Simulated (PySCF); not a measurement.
propane (C3H8), SMILES CCC.

Geometry: B3LYP-D3(BJ)/def2-SVP.

The numbers are results of PBE/def2-TZVPD in PySCF, not measurements.

Symmetry labels are those of the subgroup C2v that the program uses (full group C2v).

Computed valence orbital energies around the gap with their symmetry:
```json
[
 {"orbital": "HOMO−7", "symmetry": "A1", "energy (eV)": "-14.19"},
 {"orbital": "HOMO−6", "symmetry": "B2", "energy (eV)": "-11.05"},
 {"orbital": "HOMO−5", "symmetry": "A1", "energy (eV)": "-10.57"},
 {"orbital": "HOMO−4", "symmetry": "B1", "energy (eV)": "-9.59"},
 {"orbital": "HOMO−3", "symmetry": "A2", "energy (eV)": "-9.08"},
 {"orbital": "HOMO−2", "symmetry": "B1", "energy (eV)": "-8.08"},
 {"orbital": "HOMO−1", "symmetry": "A1", "energy (eV)": "-8.01"},
 {"orbital": "HOMO", "symmetry": "B2", "energy (eV)": "-7.69"},
 {"orbital": "LUMO", "symmetry": "A1", "energy (eV)": "-0.15"},
 {"orbital": "LUMO+1", "symmetry": "B1", "energy (eV)": "0.56"},
 {"orbital": "LUMO+2", "symmetry": "A1", "energy (eV)": "0.66"},
 {"orbital": "LUMO+3", "symmetry": "B2", "energy (eV)": "1.13"}
]
```
